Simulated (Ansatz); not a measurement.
# CH₂NOS−: single points off equilibrium

How do the functionals fare away from a minimum? The structure is a frame of a short trajectory.

Program: Ansatz 0.2.0, Gaussian basis. Level of theory: single points in def2-TZVPPD. These are calculated values, not measurements.

Cores are frozen in the correlated methods.

## (1) The starting structure

6 atoms, charge -1, spin multiplicity 1.

Atoms are counted from 1 here; the program's logs count them from 0.

Bond lengths: N1–C2 1.231 Å, C2–O3 1.362 Å, C2–H5 1.113 Å, O3–S4 1.789 Å, S4–H6 1.403 Å. Angles: N1–C2–O3 116.2°, N1–C2–H5 130.3°, O3–C2–H5 113.5°, C2–O3–S4 92.3°, O3–S4–H6 79.8°.

Geometry (Å):

```xyz
6

N     0.3539   -1.3355    0.3478
C     0.9094   -0.2800    0.0417
O     0.0914    0.7768   -0.2189
S    -1.3792   -0.1879    0.1083
H     1.9915   -0.0306   -0.0285
H    -1.9588    1.0511   -0.2050
```

## (2) PBE-D4/def2-TZVPPD

Input file run/in.yaml:

```yaml
crystal:
  periodic: [false, false, false]
  atoms:
    - {symbol: N, position_ang: [0.353923, -1.335502, 0.347818]}
    - {symbol: C, position_ang: [0.909385, -0.279996, 0.041663]}
    - {symbol: O, position_ang: [0.091406, 0.776771, -0.218881]}
    - {symbol: S, position_ang: [-1.379216, -0.187860, 0.108332]}
    - {symbol: H, position_ang: [1.991474, -0.030600, -0.028504]}
    - {symbol: H, position_ang: [-1.958833, 1.051058, -0.205035]}
basis:
  gaussian: {orbitals: "def2-TZVPPD.json"}
total_charge: -1
hamiltonian: {xc: pbe, dispersion: d4}
output: {forces: true}
```

The basis file named in the input lies beside it (Basis Set Exchange, JSON).

The run is started by

```bash
ansatz run in.yaml --threads 2 --pin off --events-out ev --progress --plain --max-ram 3481MiB
```

## (3) r2SCAN-D4/def2-TZVPPD

Edit run/in.yaml of step 2 so:

```diff
@@ -12,3 +12,3 @@
 total_charge: -1
-hamiltonian: {xc: pbe, dispersion: d4}
+hamiltonian: {xc: r2scan, dispersion: d4}
 output: {forces: true}
```

## (4) PBE0-D4/def2-TZVPPD

Edit run/in.yaml of step 3 so:

```diff
@@ -12,3 +12,3 @@
 total_charge: -1
-hamiltonian: {xc: r2scan, dispersion: d4}
-output: {forces: true}
+hamiltonian: {xc: pbe0, dispersion: d4}
+output: {forces: true, orbitals: {seedname: orbitals}}
```

## (5) wB97M-V/def2-TZVPPD

Edit run/in.yaml of step 4 so:

```diff
@@ -12,3 +12,3 @@
 total_charge: -1
-hamiltonian: {xc: pbe0, dispersion: d4}
-output: {forces: true, orbitals: {seedname: orbitals}}
+hamiltonian: {xc: {name: wB97M-V}}
+output: {forces: true}
```

## (6) CCSD(T)/def2-TZVPPD

Edit run/in.yaml of step 5 so:

```diff
@@ -12,3 +12,3 @@
 total_charge: -1
-hamiltonian: {xc: {name: wB97M-V}}
+correlation: {method: ccsd_t}
 output: {forces: true}
```

(Steps that only read results are left out.)

Q: Predict the outcome of this session. Wanted: RMS force component; RMS force error; HOMO and LUMO, PBE0-D4; T1 diagnostic.

As calculated:

```
              quantity                                                             value
   RMS force component                              0.461 to 0.828 eV/Å over the methods
       RMS force error  PBE-D4 0.217, r2SCAN-D4 0.222, PBE0-D4 0.398, wB97M-V 0.396 eV/Å
HOMO and LUMO, PBE0-D4                                                 -0.62 and 3.76 eV
         T1 diagnostic                                                             0.021
```

What this shows: For forces PBE-D4 does best and PBE0-D4 worst. Frozen-core CCSD(T) forces in triple zeta carry basis errors of their own, and this is one geometry, so small gaps rank nothing.
